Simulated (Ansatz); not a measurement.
**S₂F (doublet): the correlation ladder, def2-TZVPP**

An exercise on one series of results from a longer session: the logs are not shown, and one member is left open.

The runs use Ansatz 0.2.0, Gaussian basis; def2-TZVPP, core rule «outside noble gas», up to 11 orbitals frozen.

Plan: UHF; ROHF; CCSD(T) on UHF.

## The geometry

The geometry is a PBE0/def2-TZVP stationary point (not a proven minimum) of the parent state, kept for this charge and spin.

3 atoms, charge 0, spin multiplicity 2.

Atoms are counted from 1 here; the program's logs count them from 0.

Bond lengths: F1–S2 1.740 Å, S2–S3 1.950 Å. Angles: F1–S2–S3 180.0°.

The first run:

in.yaml reads:

```yaml
crystal:
  periodic: [false, false, false]
  atoms:
    - {symbol: F, position_ang: [0.000000, 0.000000, 1.810100]}
    - {symbol: S, position_ang: [0.000000, 0.000000, 0.070000]}
    - {symbol: S, position_ang: [0.000000, 0.000000, -1.880100]}
basis:
  gaussian: {orbitals: def2-TZVPP}
magnetization: {spin_polarized: true, initial_magnetization: 1}
hamiltonian: {xc: hf}
output: {orbitals: {seedname: orbitals}}
```

Started as:

```bash
$ ansatz run in.yaml --threads 1 --pin off --events-out ev --progress --plain --max-ram 2816MiB --backend cpu
```

Among the steps run: UHF; ROHF; CCSD(T) on UHF.

One table of the session follows, with a row left open; its other results are not shown here.

It belongs to the step «Misses and costs». 

```
  method  from UCCSD(T) (meV)
    ROHF             +18683.6
     UHF             +17884.1
    UMP2                    ?
   UCCSD              +1039.5
UCCSD(T)                    0
```

**Question.** Estimate the row for UMP2.

As computed: from UCCSD(T) (meV): +2104.4. In the column «from UCCSD(T) (meV)» it lies between UCCSD (+1039.5) and UHF (+17884.1).

Caveats from the session: The determinant is far from a pure spin state, so its energy mixes those of several spin states (harmless only where they are near-degenerate, as at dissociation). Warnings: spin contamination; coupled cluster took another determinant than the lowest.
